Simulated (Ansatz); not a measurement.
Relaxation of C₂H₈Mg (11 atoms, charge 0, multiplicity 1), to a largest force component of 0.03 eV/Å in at most 50 steps.

Level of theory: Ansatz, RKS PBE-D4/def2-SVP.

```xyz
11
Properties=species:S:1:pos:R:3
Mg -0.024 -0.413 0.149
C 1.330 1.017 1.031
C -1.313 -1.910 -0.577
H 0.119 1.937 -0.805
H -0.240 2.191 -1.363
H 2.344 0.562 1.128
H 1.474 1.983 0.505
H 1.014 1.266 2.070
H -1.968 -2.302 0.233
H -1.981 -1.549 -1.388
H -0.754 -2.783 -0.982
```

Q: Where does it end, and by what steps?

A: The forces met the threshold. The force dipped under the threshold on the way, but the program's further checks kept it going. After 18 steps the energy has fallen by 0.208 eV; H5 moved furthest, 0.98 Å.

```
step  energy less start (eV)  largest force component (eV/Å)  accepted
   0                  0.0000                           2.083       yes
   1                 -0.1475                           0.153       yes
   2                 -0.1764                           0.100       yes
   3                 -0.1884                           0.106       yes
   4                 -0.1960                           0.020       yes
   5                 -0.1851                           0.645        no
   6                 -0.1989                           0.068       yes
   7                 -0.2015                           0.106       yes
   8                 -0.2042                           0.152       yes
   9                 -0.2050                           0.180       yes
  10                 -0.2063                           0.066       yes
  11                 -0.2067                           0.003       yes
  12                 -0.2069                           0.027       yes
  13                 -0.2071                           0.055       yes
  14                 -0.2074                           0.035       yes
  15                 -0.2080                           0.036       yes
  16                 -0.2060                           0.185        no
  17                 -0.2072                           0.098        no
  18                 -0.2082                           0.008       yes
```

```xyz
11
Properties=species:S:1:pos:R:3
Mg 0.130 -0.331 0.246
C 1.522 0.914 1.226
C -1.225 -1.681 -0.645
H -0.413 1.957 -1.138
H -0.926 1.506 -1.495
H 2.391 0.347 1.626
H 1.938 1.696 0.553
H 1.070 1.449 2.090
H -1.948 -2.096 0.092
H -1.829 -1.209 -1.451
H -0.709 -2.552 -1.105
```

Run time: 20 s on 2 threads of Arm Neoverse V2 (shared host), peak memory 0.12 GiB.
